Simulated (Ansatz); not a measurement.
**NaO+ (singlet): the correlation ladder at distance O1–Na2 = 3.481 Å, cc-pVDZ**

Aim: climb from Hartree-Fock through coupled cluster and multireference methods for NaO+ (singlet) at one geometry and basis, and see what each rung misses.

Program: Ansatz 0.2.0, Gaussian basis. Level of theory: cc-pVDZ, core rule «outside noble gas», up to 6 orbitals frozen. These are calculated values, not measurements.

Plan: UHF; CCSD(T) on RHF; CCSD(T) on UHF; BCCD(T) on RHF; CISD; CCSDT(Q) on RHF; CCSDT(Q) on UHF; CCSDTQ on RHF; CASSCF and MRCISD+Q, 2 electrons in 2 orbitals; CASSCF and NEVPT2, 2 electrons in 2 orbitals; Full CI.

69 further runs of the same task are left out: 45 for a known fault of the program, 18 that didn't finish, 6 set aside as unsound or not needed.

**1. The system**

The geometry derives from a PBE0/def2-TZVP stationary point (not a proven minimum). One bond is set to the value named and the two fragments are kept rigid.

2 atoms, charge 1, spin multiplicity 1.

Atoms are counted from 1 here; the program's logs count them from 0.

No contacts short enough for the rule that draws bonds.

Geometry (Å):

```xyz
2
NaO
O     0.0000    0.0000    0.0000
Na    0.0000    0.0000    3.4810
```

**2. UHF**

in.yaml reads:

```yaml
crystal:
  periodic: [false, false, false]
  atoms:
    - {symbol: O, position_ang: [0.000000, 0.000000, 0.000000]}
    - {symbol: Na, position_ang: [0.000000, 0.000000, 3.481000]}
basis:
  gaussian: {orbitals: cc-pVDZ}
total_charge: 1
magnetization: {spin_polarized: true, initial_magnetization: 0}
hamiltonian: {xc: hf}
output: {orbitals: {seedname: orbitals}}
```

Started as:

```
> ansatz run in.yaml --threads 1 --pin off --events-out ev --progress --plain --max-ram 2393MiB
```

After this run come: CCSD(T) on RHF; CCSD(T) on UHF; BCCD(T) on RHF; CISD; CCSDT(Q) on RHF; CCSDT(Q) on UHF; CCSDTQ on RHF; CASSCF and MRCISD+Q, 2 electrons in 2 orbitals; CASSCF and NEVPT2, 2 electrons in 2 orbitals; Full CI.

Before running them: what should the planned runs give, taken together? Wanted: FCI below the RHF energy; RMP2 from FCI; RCCSD from FCI; RCCSD(T) from FCI; RCCSDT(Q) from FCI; NEVPT2 pair from FCI; MRCISD+Q pair from FCI; T1 diagnostic; effectively unpaired electrons.

The runs gave:

```
                         quantity                                      value
         FCI below the RHF energy                                 -4.5624 eV
                    RMP2 from FCI                                +1288.8 meV
                   RCCSD from FCI                                 +361.5 meV
                RCCSD(T) from FCI                                 +166.9 meV
               RCCSDT(Q) from FCI                                   -2.1 meV
             NEVPT2 pair from FCI                                 +400.3 meV
           MRCISD+Q pair from FCI                                  -16.8 meV
levels within 1 kcal/mol (43 meV)  RCCSDT, RCCSDT(Q), RCCSDTQ, MRCISD+Q pair
                    T1 diagnostic                                      0.005
   effectively unpaired electrons                                       2.01
```

RCCSD(T) lands +166.9 meV from the yardstick (3.7 % of the correlation energy). RCCSDT(Q), MRCISD+Q pair fall below full CI, which methods that aren't variational can do. With 2.0 effectively unpaired electrons against 0 the state is strongly multireference. Of the multireference levels listed MRCISD+Q pair comes nearest in total energy (-16.8 meV), which doesn't show that its space is the better one. These misses are within one basis, not against nature.
